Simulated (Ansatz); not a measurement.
A short molecular-dynamics run on Mg₃⁻ (the lowest doublet isomer of a short search).

```yaml
crystal:
  periodic: [false, false, false]
  atoms:
    - {symbol: Mg, position_ang: [1.590686, -0.557830, -0.468041]}
    - {symbol: Mg, position_ang: [-0.265170, 0.639672, 1.606568]}
    - {symbol: Mg, position_ang: [-1.325515, -0.081853, -1.138517]}
basis:
  gaussian: {orbitals: def2-SVP}
total_charge: -1
magnetization: {spin_polarized: true, initial_magnetization: 1}
hamiltonian: {xc: {name: PBE}}
md: {timestep: 0.5 fs, n_steps: 15, ensemble: nve, temperature: 700, initial_velocities: maxwell_boltzmann, seed: 556}
scf: {omitted_lower_state_checks: [starts]}
```

```sh
$ ansatz run in.yaml --threads 4 --pin off --events-out ev --progress --plain --max-ram 3916MiB
```

| step | time (fs) | potential energy (eV) | kinetic (eV) | T (K) | conserved (eV) |
| --- | --- | --- | --- | --- | --- |
| 0 | 0.0 | -16317.7234 | 0.0905 | 700 | -16317.6329 |
| 1 | 0.5 | -16317.7233 | 0.0904 | 699 | -16317.6329 |
| 2 | 1.0 | -16317.7231 | 0.0902 | 698 | -16317.6329 |
| 3 | 1.5 | -16317.7229 | 0.0901 | 697 | -16317.6329 |
| 4 | 2.0 | -16317.7227 | 0.0898 | 695 | -16317.6329 |
| 5 | 2.5 | -16317.7224 | 0.0896 | 693 | -16317.6329 |
| 6 | 3.0 | -16317.7221 | 0.0892 | 690 | -16317.6329 |
| 7 | 3.5 | -16317.7217 | 0.0889 | 688 | -16317.6329 |
| 8 | 4.0 | -16317.7213 | 0.0885 | 684 | -16317.6329 |
| 9 | 4.5 | -16317.7209 | 0.0880 | 681 | -16317.6329 |
| 10 | 5.0 | -16317.7204 | 0.0875 | 677 | -16317.6329 |
| 11 | 5.5 | -16317.7198 | 0.0870 | 673 | -16317.6329 |
| 12 | 6.0 | -16317.7192 | 0.0864 | 668 | -16317.6329 |
| 13 | 6.5 | -16317.7186 | 0.0857 | 663 | -16317.6329 |
| 14 | 7.0 | -16317.7179 | 0.0850 | 658 | -16317.6329 |
| 15 | 7.5 | -16317.7172 | 0.0843 | 652 | -16317.6329 |

Velocities are drawn at the set temperature; a run this short doesn't reach equilibrium.

The highest occupied level of an anion often lies above zero with these methods, and sets without diffuse functions describe the outer electron poorly.

Frames (Å, forces in eV/Å):

```xyz
3
time=0.0 fs
Mg    1.591   -0.558   -0.468    0.059   -0.021   -0.017
Mg   -0.265    0.640    1.607   -0.010    0.024    0.059
Mg   -1.326   -0.082   -1.139   -0.049   -0.003   -0.042
3
time=0.5 fs
Mg    1.593   -0.558   -0.468    0.054   -0.019   -0.017
Mg   -0.267    0.639    1.604   -0.006    0.025    0.065
Mg   -1.326   -0.081   -1.136   -0.049   -0.005   -0.049
3
time=1.0 fs
Mg    1.595   -0.559   -0.468    0.050   -0.018   -0.016
Mg   -0.268    0.639    1.602   -0.002    0.026    0.071
Mg   -1.326   -0.080   -1.134   -0.048   -0.008   -0.055
3
time=1.5 fs
Mg    1.597   -0.560   -0.469    0.045   -0.017   -0.016
Mg   -0.270    0.639    1.600    0.002    0.027    0.077
Mg   -1.327   -0.079   -1.131   -0.047   -0.010   -0.061
3
time=2.0 fs
Mg    1.599   -0.560   -0.469    0.041   -0.015   -0.015
Mg   -0.271    0.638    1.598    0.006    0.028    0.083
Mg   -1.327   -0.078   -1.129   -0.047   -0.013   -0.068
3
time=2.5 fs
Mg    1.601   -0.561   -0.469    0.036   -0.014   -0.015
Mg   -0.273    0.638    1.596    0.010    0.029    0.089
Mg   -1.328   -0.077   -1.127   -0.046   -0.015   -0.074
3
time=3.0 fs
Mg    1.603   -0.561   -0.469    0.032   -0.013   -0.014
Mg   -0.274    0.637    1.594    0.014    0.031    0.095
Mg   -1.328   -0.076   -1.124   -0.046   -0.018   -0.081
3
time=3.5 fs
Mg    1.605   -0.562   -0.470    0.027   -0.011   -0.014
Mg   -0.276    0.637    1.592    0.018    0.032    0.101
Mg   -1.329   -0.075   -1.122   -0.045   -0.020   -0.088
3
time=4.0 fs
Mg    1.607   -0.562   -0.470    0.022   -0.010   -0.013
Mg   -0.278    0.637    1.590    0.022    0.033    0.108
Mg   -1.329   -0.074   -1.120   -0.045   -0.023   -0.095
3
time=4.5 fs
Mg    1.609   -0.563   -0.470    0.018   -0.009   -0.012
Mg   -0.279    0.636    1.588    0.026    0.034    0.114
Mg   -1.329   -0.073   -1.118   -0.044   -0.025   -0.102
3
time=5.0 fs
Mg    1.611   -0.564   -0.470    0.013   -0.008   -0.012
Mg   -0.281    0.636    1.586    0.031    0.036    0.121
Mg   -1.330   -0.072   -1.115   -0.044   -0.028   -0.109
3
time=5.5 fs
Mg    1.613   -0.564   -0.471    0.009   -0.006   -0.011
Mg   -0.282    0.636    1.584    0.035    0.037    0.127
Mg   -1.330   -0.072   -1.113   -0.044   -0.031   -0.116
3
time=6.0 fs
Mg    1.615   -0.565   -0.471    0.004   -0.005   -0.011
Mg   -0.284    0.635    1.582    0.039    0.038    0.134
Mg   -1.331   -0.071   -1.111   -0.043   -0.033   -0.123
3
time=6.5 fs
Mg    1.617   -0.565   -0.471    0.000   -0.004   -0.010
Mg   -0.285    0.635    1.580    0.044    0.039    0.140
Mg   -1.331   -0.070   -1.108   -0.043   -0.036   -0.130
3
time=7.0 fs
Mg    1.619   -0.566   -0.471   -0.005   -0.002   -0.009
Mg   -0.287    0.635    1.578    0.048    0.041    0.147
Mg   -1.332   -0.069   -1.106   -0.043   -0.039   -0.137
3
time=7.5 fs
Mg    1.621   -0.566   -0.472   -0.009   -0.001   -0.009
Mg   -0.288    0.634    1.576    0.052    0.042    0.154
Mg   -1.332   -0.068   -1.104   -0.043   -0.041   -0.145
```

Hardware: 4 threads of Arm Neoverse V1 on a shared host. Wall time 12 s.
